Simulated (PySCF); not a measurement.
Molecule: cyclohexene (SMILES C1C=CCCC1).

Geometry:
```
atom   x (Å)   y (Å)   z (Å)
  C1  -0.015   1.514   0.337
  C2   1.195   0.944   0.296
  C3   1.414  -0.504  -0.031
  C4   0.170  -1.155  -0.628
  C5  -1.084  -0.750   0.138
  C6  -1.290   0.761   0.097
  H7  -0.095   2.583   0.558
  H8   2.080   1.552   0.507
  H9   2.268  -0.602  -0.723
 H10   1.724  -1.041   0.886
 H11   0.065  -0.840  -1.681
 H12   0.281  -2.251  -0.639
 H13  -0.984  -1.074   1.189
 H14  -1.970  -1.266  -0.265
 H15  -2.045   1.066   0.841
 H16  -1.712   1.063  -0.881
```

Geometry PBE0-D3(BJ)/def2-SVP throughout; GIAO in PySCF, gas phase, one conformer, non-relativistic; equivalent atoms averaged; basis pcSseg-1.

Problem. How do the shifts δ (against TMS at the same level) depend on the functional? (ppm; last column core-seconds on shared hosts with different chips, so compare them loosely)

Solution. 
```tsv
functional	kind	C1/C2	C3/C6	C4/C5	H7/H8	H9/H10/H15/H16	H11/H12/H13/H14	core-s
HF	Hartree–Fock	136.0	23.5	21.8	5.77	1.76	1.35	4.7
LDA	LDA	139.9	29.7	25.0	5.98	2.15	1.57	13
PBE	GGA	134.5	30.0	26.0	5.87	2.11	1.55	19
BLYP	GGA	135.3	31.1	27.6	5.77	2.11	1.57	19
BP86	GGA	134.5	29.8	25.9	5.87	2.10	1.54	19
OPBE	GGA	128.8	28.6	24.6	5.90	2.08	1.51	18
KT2	GGA	126.9	29.5	26.0	5.72	2.12	1.58	24
KT3	GGA	125.3	29.7	26.5	5.67	2.10	1.56	23
B97-D	GGA	130.4	29.9	26.5	5.77	2.10	1.55	24
B3LYP	global hybrid	136.7	29.1	25.9	5.78	2.01	1.50	15
PBE0	global hybrid	136.0	27.7	24.2	5.88	1.99	1.47	13
mPW1PW91	global hybrid	136.0	27.7	24.2	5.86	1.98	1.46	14
WP04	global hybrid	135.6	29.6	26.5	5.53	1.90	1.40	24
B97-2	global hybrid	133.2	28.2	24.9	5.82	2.00	1.48	22
BHandHLYP	global hybrid	137.8	27.1	24.4	5.78	1.91	1.44	21
CAM-B3LYP	range-separated hybrid	139.0	27.8	24.7	5.82	1.94	1.47	30
wB97X-D	range-separated hybrid	136.7	27.1	24.0	5.85	1.91	1.43	29
LC-wPBE	range-separated hybrid	139.8	25.2	22.0	5.91	1.83	1.38	37
```

Problem. Which nucleus moves most, in ppm?

Solution. C1/C2 (alkene CH): from 125.3 ppm with KT3 to 139.9 ppm with LDA. The smallest spread is 0.23 ppm, at H11/H12/H13/H14. Proton shifts span only some 12 ppm, so a few tenths of a ppm matter as much there as several ppm in carbon.
